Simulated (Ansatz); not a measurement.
# InH, singlet in def2-TZVPP: errors against full CI

Geometry: a PBE0/def2-TZVP stationary point for this spin.

```xyz
2

In    0.0000    0.0000    0.0000
H     0.0000    0.0000    1.8498
```

Basis def2-TZVPP with its core potentials; Ansatz 0.2.0. Only valence electrons are correlated (noble-gas cores and the filled d shells of p-block atoms frozen), which leaves 4 electrons in 55 orbitals. R marks a restricted (for open shells ROHF) determinant. Active spaces: valence = (4e, 5o) chosen from the atoms' valence shells. No spin–orbit coupling is included; scalar relativity enters through the core potentials alone.

Full CI is exact within this basis and frozen core; it isn't the basis-set limit.

* UHF ⟨S²⟩: 0.000
* T1 diagnostic (RCCSD): 0.0117
* largest doubles amplitude (RCCSD): 0.070

| level | E − E(full CI) (kJ/mol) | share of correlation (%) | wall time |
| --- | --- | --- | --- |
| RHF | 192.9 | 0.00 | – |
| RMP2 | 49.0 | 74.60 | – |
| RCCSD | 3.7 | 98.06 | – |
| RCCSD(T) | 0.8 | 99.56 | 2.2 s |
| BCCD(T) | 0.8 | 99.57 | 1.1 s |
| RCCSDT | 0.1 | 99.94 | – |
| RCCSDT(Q) | 0.0 | 99.99 | 4.7 s |
| CASSCF (valence space) | 87.8 | 54.46 | – |
| NEVPT2 (valence space) | 28.3 | 85.32 | 2.1 s |
| MRCISD (valence space) | 1.6 | 99.16 | – |
| MRCISD+Q (valence space) | -0.5 | 100.25 | 2.6 s |

The correlation energy at full CI, counted from RHF, is -1.999 eV. That run took 4.5 s on 1 thread of Arm Neoverse V1, shared host over 563,143 determinants.

Times hold each run's SCF and search for its determinant on a shared host, so for small cases they say little of a method's own cost; they ran on 1 thread of Arm Neoverse V1. Some runs computed forces too.

Not variational, and here over 5 meV under the exact energy: MRCISD+Q (valence space).

The full-CI state has the irrep A1 of C2v, in the program's axes (one component, if the state is degenerate).

Natural occupations of full CI about the gap: 1.947 1.896 0.041 0.041 0.035 0.008 0.008 0.008 0.005 0.003; effectively unpaired electrons, Σ n²(2−n)², 0.07.

Atomization energy (electronic, same basis, no zero-point term; atoms at the same level, unrestricted beside the R rows where the molecule is a closed shell, but restricted open-shell past Ca, as are all atoms' steps beyond CCSDT(Q)) at full CI: 259.5 kJ/mol. Errors of other levels:

```tsv
level	error (kJ/mol)
RHF	-74.5
RMP2	-16.8
RCCSD	-0.9
RCCSD(T)	-0.2
BCCD(T)	-0.2
RCCSDT	-0.2
RCCSDT(Q)	-0.1
CASSCF (valence space)	-22.8
NEVPT2 (valence space)	-12.3
MRCISD (valence space)	-0.8
MRCISD+Q (valence space)	-0.6
```

This basis is far from its limit, so the value isn't to be set against a measured one. Truncated CI isn't size-consistent, which counts against it in atomization.
